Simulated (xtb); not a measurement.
C2H4O2, SMILES O=COC. All values are semi-empirical tight-binding results from xtb (GFN2-xTB unless named), good for trends rather than for accurate numbers. Coordinates come from a GFN2-xTB optimisation. One conformer was computed; it need not be the lowest.

Optimised geometry:

```xyz
8

C     -1.3827    -0.3060     0.1103
O     -0.0594    -0.8170     0.2540
C      0.9231     0.0236    -0.0180
O      0.8107     1.1602    -0.3684
H     -1.5603    -0.0075    -0.9243
H     -2.0541    -1.1105     0.3971
H     -1.5232     0.5622     0.7567
H      1.8851    -0.4950     0.1318
```
Charge 0, spin multiplicity 1.

- point group as xtb finds it = Cs
- orbital gap = 5.14 eV
- dipole moment = 2.30 D
- zero-point energy = 37.2 kcal/mol
- G − E(el) at 298.15 K (modified RRHO) = 20.0 kcal/mol
- static polarisability (D4 model) = 35.2 bohr³
- solvation energy, GFN2-xTB/ALPB(water) = -2.4 kcal/mol
- solvation energy, GFN2-xTB/ALPB(methanol) = -4.1 kcal/mol

Task: Give the IR lines (harmonic; lines under 4 % of the strongest left out, lines within 3 cm⁻¹ merged). (The exact figures need the calculation; the answer reports its results.)

Result: ν (cm⁻¹): 368 (w), 958 (w), 1132 (w), 1178 (m), 1348 (w), 1790 (vs), 2833 (m) (against the strongest line: vs over 80 %, s over 45 %, m over 15 %, w over 4 %, vw less)

Computed atomic charges and the Wiberg bond orders between heavy atoms:
charges (e) C1 0.03, O2 -0.24, C3 0.34, O4 -0.37, H5 0.07, H6 0.08, H7 0.07, H8 0.03. Bond orders C1–O2 0.95, O2–C3 1.18, C3–O4 1.80.
